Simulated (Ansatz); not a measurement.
# CH4AlF (built from SMILES [CH3][AlH][F]): a barrier at many levels of theory

How high is the barrier of this step (F2–H3 formed, Al1–F2 broken, Al1–H3 broken), and how far do cheaper methods land from CCSD(T)?

Program: Ansatz 0.2.0, Gaussian basis. Level of theory: single points in def2-TZVPP on PBE0-D4/def2-TZVP structures. These are calculated values, not measurements.

Levels: SPW92, PBE-D4, BLYP-D4, r2SCAN-D4, B97M-V, PBE0-D4, B3LYP-D4, r2SCAN0-D4, BHLYP-D4, CAM-B3LYP-D4, wB97X-V, wB97M-V, B2PLYP, PBE-QIDH, RPA on PBE, Hartree-Fock, MP2, CCSD, CCSD(T). The reference is CCSD(T) at the basis limit, from triple and quadruple zeta. Zero-point energies come from PBE0-D4 vibrations.

Correlated methods freeze the cores. B3LYP uses VWN-RPA correlation. B2PLYP carries no dispersion term here.

13 further runs of the same task are left out: 13 set aside as unsound or not needed.

## (1) Start, saddle and end, as given

Charge 0, multiplicity 1. The folders r, ts and p hold the start, the saddle and the end; their coordinates stand in the first inputs.

| pair | r (Å) | ts (Å) | p (Å) |
| --- | --- | --- | --- |
| F2–H3 | 2.736 | 1.181 | 0.930 |
| Al1–F2 | 1.654 | 1.939 | 2.638 |
| Al1–H3 | 1.580 | 1.745 | 2.596 |

## (2) wB97M-V/def2-TZVPP

r/in.yaml

```yaml
crystal:
  periodic: [false, false, false]
  atoms:
    - {symbol: Al, position_ang: [-0.298203, -0.881090, -0.450103]}
    - {symbol: F, position_ang: [-1.594689, -1.646982, 0.234958]}
    - {symbol: H, position_ang: [0.326063, -1.596696, -1.712644]}
    - {symbol: C, position_ang: [0.305428, 0.776515, 0.351403]}
    - {symbol: H, position_ang: [0.600403, 0.621194, 1.393981]}
    - {symbol: H, position_ang: [1.157932, 1.206431, -0.179856]}
    - {symbol: H, position_ang: [-0.497035, 1.520729, 0.362358]}
basis:
  gaussian: {orbitals: def2-TZVPP}
hamiltonian: {xc: {name: wB97M-V}}
```

ts/in.yaml

```yaml
crystal:
  periodic: [false, false, false]
  atoms:
    - {symbol: Al, position_ang: [0.277704, -0.627442, -0.830117]}
    - {symbol: F, position_ang: [-1.193279, -1.765586, -0.281172]}
    - {symbol: H, position_ang: [-0.566373, -2.102713, -1.223923]}
    - {symbol: C, position_ang: [0.369569, 0.899905, 0.391280]}
    - {symbol: H, position_ang: [0.523926, 0.545931, 1.417228]}
    - {symbol: H, position_ang: [1.169578, 1.604724, 0.151487]}
    - {symbol: H, position_ang: [-0.581226, 1.445282, 0.375314]}
basis:
  gaussian: {orbitals: def2-TZVPP}
hamiltonian: {xc: {name: wB97M-V}}
```

p/in.yaml

```yaml
crystal:
  periodic: [false, false, false]
  atoms:
    - {symbol: Al, position_ang: [0.727635, -0.359414, -1.070919]}
    - {symbol: F, position_ang: [-1.275785, -1.893687, -0.302616]}
    - {symbol: H, position_ang: [-0.942418, -2.347068, -1.043645]}
    - {symbol: C, position_ang: [0.424514, 0.953797, 0.380301]}
    - {symbol: H, position_ang: [0.523452, 0.481430, 1.365960]}
    - {symbol: H, position_ang: [1.130652, 1.791731, 0.344439]}
    - {symbol: H, position_ang: [-0.588152, 1.373312, 0.326580]}
basis:
  gaussian: {orbitals: def2-TZVPP}
hamiltonian: {xc: {name: wB97M-V}}
```

No record of the launch command was kept for these runs.

Further steps of the session: CCSD(T)/def2-TZVPP; MP2/def2-QZVPP; Vibrations of the start structure; Vibrations of the end structure.

Q: Predict the outcome of this session. Wanted: barrier, CCSD(T)/CBS; reverse barrier, CCSD(T)/CBS; step energy, CCSD(T)/CBS; barrier with zero-point energy; step energy with zero-point energy; imaginary mode at the saddle; largest T1 diagnostic.

**Answer**, as computed:

| quantity | value |
| --- | --- |
| barrier, CCSD(T)/CBS | 82.5 kcal/mol |
| reverse barrier, CCSD(T)/CBS | 13.2 kcal/mol |
| step energy, CCSD(T)/CBS | +69.3 kcal/mol |
| barrier with zero-point energy | 80.3 kcal/mol |
| step energy with zero-point energy | +69.4 kcal/mol |
| imaginary mode at the saddle | 1223i cm⁻¹ |
| largest T1 diagnostic | 0.015 |

In words: Among the functionals r2SCAN0-D4 lands nearest to CCSD(T)/CBS (-0.1 kcal/mol) and SPW92 farthest (-16.6 kcal/mol). By rung, the mean size of the error is: LDA 16.6, GGA 11.2, meta-GGA 2.8, hybrid 3.4, range-separated hybrid 1.3, double hybrid 1.2 kcal/mol. PBE-D4 gives a barrier 12.8 kcal/mol too low, outside chemical accuracy (1 kcal/mol). Every functional without exact exchange puts the barrier too low, the usual mark of self-interaction error, which favours the spread-out density of a saddle. The barrier rises with the share of exact exchange, from BLYP-D4 through B3LYP-D4 to BHLYP-D4 (-9.6, -3.7, +4.7 kcal/mol). Hartree-Fock, with no correlation, is off by +17.0 kcal/mol. Zero-point motion lowers the barrier by 2.2 kcal/mol. The restricted Hartree–Fock reference is unstable towards an unrestricted one at one or more of these structures.
